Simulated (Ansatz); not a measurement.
Ansatz (a program for electronic structure) input (B3LYP/6-31G*):

Ansatz 0.2 input:
```yaml
crystal:
  periodic: [false, false, false]
  atoms:
    - {symbol: C, position_ang: [-1.07370997, -0.20376047, -0.02837809]}
    - {symbol: O, position_ang: [-0.80978865, -1.24909166, -0.46558181]}
    - {symbol: O, position_ang: [0.06831227, 0.78081070, 0.22266253]}
    - {symbol: H, position_ang: [-2.00178830, 0.30559426, 0.24477396]}
    - {symbol: C, position_ang: [1.51599908, 0.37336973, 0.12984428]}
    - {symbol: H, position_ang: [2.03300969, 1.23699017, -0.28373212]}
    - {symbol: H, position_ang: [1.84684191, 0.10405956, 1.13169622]}
    - {symbol: H, position_ang: [1.52471181, -0.47369851, -0.55217194]}
    - {symbol: H, position_ang: [-0.12469857, 1.55564664, 0.79399100]}
basis:
  gaussian:
    orbitals: 6-31G*
hamiltonian:
  xc: {name: B3LYP}
total_charge: 1
phonons: {temperatures: {t_min: 298.15, t_max: 298.15, t_step: 100}}
```

Problem. Which harmonic wavenumbers does it give?

Solution. 68, 201, 244, 350, 581, 695, 819, 954, 1148, 1163, 1319, 1391, 1468, 1499, 1504, 1995, 3123, 3192, 3244, 3253, 3619 cm⁻¹ (unscaled; negative means imaginary).
